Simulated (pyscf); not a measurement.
# Routes from H₂N–SiH(NH₂)–NH₂ + HF

Candidate steps break at most two bonds and form at most two. Each was searched with GFN2-xTB (tblite) first. Single points on ωB97X-D3(BJ)/def2-SVP structures (PySCF, gas phase). Energies: ωB97M-D3(BJ)/def2-TZVP, eV, from the separated reactants, singlet surface; ΔG‡ with ideal gas, 1 atm, RRHO with modes under 100 cm⁻¹ raised to 100, one conformer, R ln 2 for chiral ones without a mode under 150 cm⁻¹.

```
products                                 type   ΔE‡     ΔE  ΔG‡ 298 K  ΔG‡ 900 K  ν‡ (cm⁻¹)
-----------------------  --------------------  ----  -----  ---------  ---------  ---------
NH₃ + H₂N–SiH(NH₂)–F     four-centre exchange  0.07  -1.04       0.53       1.49       581i
H₂N–Si(NH₂)(NH₂)–F + H₂  four-centre exchange  0.80  -1.56       1.24       2.23       917i
```

Row 1: On the reactant side the descent ends in a bound adduct, 0.59 eV under the separated species and 0.66 eV under the saddle at ωB97X-D3(BJ)/def2-TZVP. Row 2: On the reactant side the descent ends in a complex, 0.21 eV under the separated species and 1.03 eV under the saddle at ωB97X-D3(BJ)/def2-TZVP. 

Plain bond fissions and candidates not yet searched are not listed, and one of them may be faster. Each barrier is that of the saddle found; lower ones may exist.
